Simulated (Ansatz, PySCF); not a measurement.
Species: isobutene, C4H8, charge 0, multiplicity 1. SMILES: C=C(C)C
Coordinates optimised at B3LYP-D3(BJ)/def2-TZVP (Ansatz, a program for electronic structure):
```
C
C 1 1.3301
H 2 1.0831 1 121.53
H 2 1.0831 3 116.94 1 -180.00
C 1 1.5018 2 122.22 3 0.00
H 5 1.0896 1 111.83 2 0.00
H 5 1.0944 6 108.38 1 122.37
H 5 1.0944 6 108.38 7 115.25
C 1 1.5018 2 122.22 3 -180.00
H 9 1.0896 1 111.83 2 0.00
H 9 1.0944 10 108.38 1 122.37
H 9 1.0944 10 108.38 11 115.25
```
Charge 0, spin multiplicity 1.

Wanted: enthalpy of formation at 298 K, in kcal/mol. Conventions: no dispersion term unless named; non-relativistic; LANL2DZ all-electron up to Ne; 6-311+G** with 5d; open shells spin-unrestricted; 6-31G* and kin with 6d, 5d where marked; spin-orbit terms left out; valence correlation only. Basis-set limits of correlation are two-point, X^-3; Hartree-Fock from the larger set. [CCSD(T)-MP2]/basis is that difference in the basis named. First-principles rows: single points at B3LYP-D3(BJ) geometries (Ansatz), with unscaled harmonic terms from B3LYP/6-31G* at its own minima, enthalpies of formation by atomisation with measured atoms.

Measured values: Active Thermochemical Tables 1.112 (ions: stationary electron), as tabulated in the package chemicals; they hold spin-orbit and core effects, anharmonicity. 

Value to compare with, the measured value: -4.2 kcal/mol.

```json
[
 {"level": "HF/STO-3G", "program": "Ansatz", "enthalpy of formation at 298 K (kcal/mol)": "77.8", "error": "82.0"},
 {"level": "HF/3-21G", "program": "Ansatz", "enthalpy of formation at 298 K (kcal/mol)": "307.2", "error": "311.4"},
 {"level": "HF/6-311+G**", "program": "Ansatz", "enthalpy of formation at 298 K (kcal/mol)": "279.9", "error": "284.1"},
 {"level": "PBE/3-21G", "program": "Ansatz", "enthalpy of formation at 298 K (kcal/mol)": "-19.3", "error": "-15.1"},
 {"level": "PBE/6-31G*", "program": "Ansatz", "enthalpy of formation at 298 K (kcal/mol)": "-23.6", "error": "-19.4"},
 {"level": "BLYP/6-31G*", "program": "Ansatz", "enthalpy of formation at 298 K (kcal/mol)": "8.5", "error": "12.7"},
 {"level": "BP86/def2-SVP", "program": "PySCF", "enthalpy of formation at 298 K (kcal/mol)": "-36.1", "error": "-31.9"},
 {"level": "B3LYP/6-31G*", "program": "Ansatz", "enthalpy of formation at 298 K (kcal/mol)": "1.4", "error": "5.6"},
 {"level": "B3LYP/6-31+G*", "program": "Ansatz", "enthalpy of formation at 298 K (kcal/mol)": "9.9", "error": "14.1"},
 {"level": "B3LYP/cc-pVDZ", "program": "Ansatz", "enthalpy of formation at 298 K (kcal/mol)": "18.4", "error": "22.6"},
 {"level": "PBE0/6-311+G**", "program": "Ansatz", "enthalpy of formation at 298 K (kcal/mol)": "-1.7", "error": "2.5"},
 {"level": "MP2/LANL2DZ", "program": "Ansatz", "enthalpy of formation at 298 K (kcal/mol)": "156.4", "error": "160.6"},
 {"level": "MP2/6-31G*", "program": "Ansatz", "enthalpy of formation at 298 K (kcal/mol)": "83.2", "error": "87.4"},
 {"level": "MP2/6-311+G**", "program": "Ansatz", "enthalpy of formation at 298 K (kcal/mol)": "48.2", "error": "52.4"},
 {"level": "M06-2X/def2-TZVPD", "program": "PySCF", "enthalpy of formation at 298 K (kcal/mol)": "0.2", "error": "4.4"},
 {"level": "wB97M-V/def2-TZVPD", "program": "Ansatz", "enthalpy of formation at 298 K (kcal/mol)": "-2.8", "error": "1.4"},
 {"level": "RI-MP2/CBS(cc-pVTZ,cc-pVQZ)+[CCSD(T)-MP2]/cc-pVTZ", "program": "Ansatz", "enthalpy of formation at 298 K (kcal/mol)": "-1.7", "error": "2.5"}
]
```

Among the 14 habitual levels, HF/3-21G lies farthest from the measured value (311.4 kcal/mol) and PBE0/6-311+G** nearest (2.5); 11 of 14 lie above it, and their mean absolute error is 78.7 kcal/mol, the median 27.2. One case shows no general order.

The levels are drawn from those run, B3LYP/6-31G* more often than the rest, none by its result; runs whose electronic state is in doubt are left out.
